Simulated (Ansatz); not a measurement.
Saddle point of SiH₅ClO, singlet (SiH₄O ([OH][SiH3]) + HCl → SiH₃ClO ([OH][SiH2][Cl]) + H₂; bonds formed: Si1–Cl7, H2–H6; bonds broken: Si1–H2, H6–Cl7), PBE0-D4/def2-TZVP structure:

```
8
angstrom
Si -0.4171 -0.3801 -0.1338
H 1.2023 -0.9327 -0.2969
H -0.6760 -1.3507 -1.2273
H -0.9022 -0.9362 1.1371
O -0.9180 1.0006 -0.8153
H 1.3439 -0.2732 0.2807
Cl 1.0507 1.0854 1.3649
H -0.6838 1.7869 -0.3095
```

Energies are electronic, without zero-point energy. Barriers and step energies count from the start structure reached by relaxing down the imaginary mode; all methods use the PBE0-D4 structures, on which another method's saddle can fall below an end. Ansatz 0.2.0; basis: def2-TZVPP, with def2-QZVPP for the basis limit; cores frozen in the correlated methods. B3LYP uses VWN-RPA correlation. Extrapolation: Hartree–Fock as exp(−7.88 √X), correlation as X^−2.97.

| method | barrier (kJ/mol) | step energy (kJ/mol) |
| --- | --- | --- |
| SPW92 | 76.4 | -71.4 |
| PBE-D4 | 100.0 | -80.2 |
| BLYP-D4 | 117.1 | -79.8 |
| r2SCAN-D4 | 108.6 | -85.9 |
| B97M-V | 126.3 | -79.7 |
| PBE0-D4 | 114.9 | -80.5 |
| B3LYP-D4 | 127.8 | -79.6 |
| r2SCAN0-D4 | 119.3 | -84.9 |
| BHLYP-D4 | 144.5 | -79.8 |
| CAM-B3LYP-D4 | ? | -76.9 |
| wB97X-V | 134.9 | -80.8 |
| wB97M-V | 128.8 | -82.9 |
| B2PLYP | 134.8 | -81.4 |
| PBE-QIDH | ? | -83.5 |
| RPA on PBE | 148.9 | -73.8 |
| HF | 188.7 | -79.0 |
| MP2 | ? | -86.6 |
| CCSD | 152.6 | -76.0 |
| CCSD(T) | 143.2 | -77.8 |

Fill in the withheld barriers. (An estimate is asked for; the value comes from the calculation.)

By the calculation: CAM-B3LYP-D4 135.8; PBE-QIDH 127.8; MP2 134.3 kJ/mol. Each is the energy of the saddle less that of the start structure, by the same method.

For comparison, the barrier by CCSD(T) at an estimated basis limit (MP2 extrapolated from triple and quadruple zeta, plus CCSD(T) − MP2 in triple zeta) is 133.5 kJ/mol.

No T1 diagnostic of these runs exceeds 0.013.

Labels in which every atom is bracketed show which atoms are joined, not bond orders.

For scale, one of the runs: CCSD(T)/def2-TZVPP, 185 basis functions, launched by `ansatz run in.yaml --threads 2 --pin off --events-out ev --progress --plain --max-ram 4352MiB`. Time: 17 s of wall clock on 2 CPU threads of an AMD EPYC 9R45; the host was shared. Peak host memory: 1.8 GiB.
